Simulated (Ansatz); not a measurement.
Ideal-gas functions of `ClCCl` at 600 K and 1 bar, from an Ansatz frequency run at PBE0-D4/def2-TZVP.

Molar mass 84.93 g/mol, point group C2v (symmetry number 2), electronic degeneracy 1, moments of inertia 15.478, 154.55, 166.783 u Å². Harmonic wavenumbers (cm⁻¹, unscaled): 285, 732, 772, 904, 1178, 1288, 1461, 3128, 3205.

Use S(trans) = R[1.5 ln M + 2.5 ln T − 1.1517]; rotational temperatures θ = 24.2544 K / I; S(rot) = R[ln(√π/σ · √(T³/θAθBθC)) + 1.5]; for each mode x = 1.438777 ν̃/T, S = R[x/(eˣ − 1) − ln(1 − e⁻ˣ)] and H = RT x/(eˣ − 1); 1 cm⁻¹ = 0.0119627 kJ/mol; R = 8.31446 J/(mol·K).

Problem. By hand: the entropy, in J/(mol·K).

Solution. Translation 178.8. Rotation: θ = 1.567, 0.1569, 0.1454 K, giving 105.1. Vibration, mode by mode: 11.64, 4.63, 4.29, 3.34, 1.99, 1.61, 1.16, 0.04, 0.03, in all 28.7. Electronic 0.0. Sum 312.6 J/(mol·K).

Problem. By hand: H − E and G − E in kJ/mol, counted from the electronic energy.

Solution. Zero-point energy ½ × 12953 × 0.0119627 = 77.5; thermal vibration 10.6; translation, rotation and pV give 4 RT = 20.0. H − E = 108.1 kJ/mol, and G − E = 108.1 − 600 × 312.6/1000 = -79.5 kJ/mol.

Vibration gives 9 % of the entropy.
